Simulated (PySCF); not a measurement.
System (SMILES): OCl (OH-Cl).
Geometry (B3LYP-D3(BJ)/def2-TZVP, fixed):
```xyz
3

O      0.0220     1.1044    -0.0012
H     -0.9233     1.3146     0.0160
Cl     0.0439    -0.5970    -0.0004
```

Basis-set convergence of the isotropic shielding of H2 at HF with PySCF. GIAO, no density fitting; atoms are numbered in the order shown. All functions are spherical. No added dispersion term, no relativity. Reference: the value in pcSseg-3, 29.23 ppm, itself unsure by roughly 0.13 ppm (its mean distance from pcseg-3, pcSseg-2). Deviations are taken from unrounded values. Cost is core time over that of 6-311++G(3df,3pd), rough, on shared machines of one kind; a dash marks a row that isn't timed (too short, read off another run, short of memory, by another algorithm or on other hardware).

```
basis              functions  isotropic shielding of H2 (ppm)  minus reference (ppm)  cost
-----------------  ---------  -------------------------------  ---------------------  ----
3-21G                     24                            31.77                   2.54     -
6-31G**                   37                            29.97                   0.74     -
6-311+G**                 58                            29.90                   0.67     -
def2-TZVPP                87                            29.74                   0.50  0.6×
6-311++G(3df,3pd)        104                            29.29                   0.05    1×
def2-TZVPPD              108                            29.46                   0.22    1×
aug-pcseg-2              119                            29.36                   0.13    2×
pcseg-3                  157                            29.27                   0.03    7×
pcSseg-3                 181                            29.23                   0.00   10×
```
